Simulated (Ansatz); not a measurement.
# B₂SiH (sextet): from Hartree-Fock to the top rungs, cc-pVTZ

One table from this session's results is given with a row withheld; the runs are named, their logs left out.

Method: cc-pVTZ, core rule «outside noble gas», up to 7 orbitals frozen; program: Ansatz 0.2.0, Gaussian basis.

To be run: UHF; CCSD(T) on ROHF; CCSD(T) on UHF; BCCD(T) on ROHF; CCSDT(Q) on ROHF; CCSDT(Q) on UHF; CASSCF and NEVPT2, 11 electrons in 13 orbitals.

5 further runs of the same task are left out: 5 set aside as unsound or not needed.

## What is computed

The geometry is a PBE0/def2-TZVP stationary point (not a proven minimum) of the parent state, kept for this charge and spin.

4 atoms, charge 0, spin multiplicity 6.

Atoms are counted from 1 here; the program's logs count them from 0.

Bond lengths: B1–B2 1.579 Å, B2–Si3 1.996 Å, B2–H4 1.210 Å. Angles: B1–B2–Si3 136.4°, B1–B2–H4 115.9°, Si3–B2–H4 107.7°.

Set-up of the first run:

The input, in.yaml:

```yaml
crystal:
  periodic: [false, false, false]
  atoms:
    - {symbol: B, position_ang: [0.000000, -0.380732, 2.150191]}
    - {symbol: B, position_ang: [0.000000, 0.405618, 0.780388]}
    - {symbol: Si, position_ang: [0.000000, -0.067455, -1.159082]}
    - {symbol: H, position_ang: [0.000000, 1.612658, 0.864045]}
basis:
  gaussian: {orbitals: cc-pVTZ}
magnetization: {spin_polarized: true, initial_magnetization: 5}
hamiltonian: {xc: hf}
output: {orbitals: {seedname: orbitals}}
```

The run is started by

```bash
$ ansatz run in.yaml --threads 1 --pin off --events-out ev --progress --plain --max-ram 4096MiB --backend cpu
```

Steps of the session up to this table: UHF; CCSD(T) on ROHF; CCSD(T) on UHF; BCCD(T) on ROHF; CCSDT(Q) on ROHF; CCSDT(Q) on UHF; CASSCF and NEVPT2, 11 electrons in 13 orbitals.

One of the session's tables, all rows but one given; the rest of the session is left out.

```
        method  from UCCSDT(Q) (meV)
          ROHF               +6749.6
           UHF               +6662.9
          RMP2               +1421.0
          UMP2               +1411.7
         RCCSD                     ?
         UCCSD                +396.1
      RCCSD(T)                 +78.7
      UCCSD(T)                 +76.4
       BCCD(T)                 +74.5
        RCCSDT                 +22.6
        UCCSDT                 +19.9
     RCCSDT(Q)                  +3.5
     UCCSDT(Q)                     0
CASSCF valence               +4599.4
NEVPT2 valence               +1128.6
```

Estimate the missing values for RCCSD.

The run gave: from UCCSDT(Q) (meV): +401.3. In the column «from UCCSDT(Q) (meV)» it lies between UCCSD (+396.1) and NEVPT2 valence (+1128.6).

Among the levels timed on like hardware and quicker than the yardstick, those that no quicker one beats, quickest first: BCCD(T) (9 s, +74.5 meV).

To keep in mind: Restricted and unrestricted rows rest on different reference determinants; where their highest levels disagree by more than a few hundredths of an eV, they describe different states and don't form one ladder.
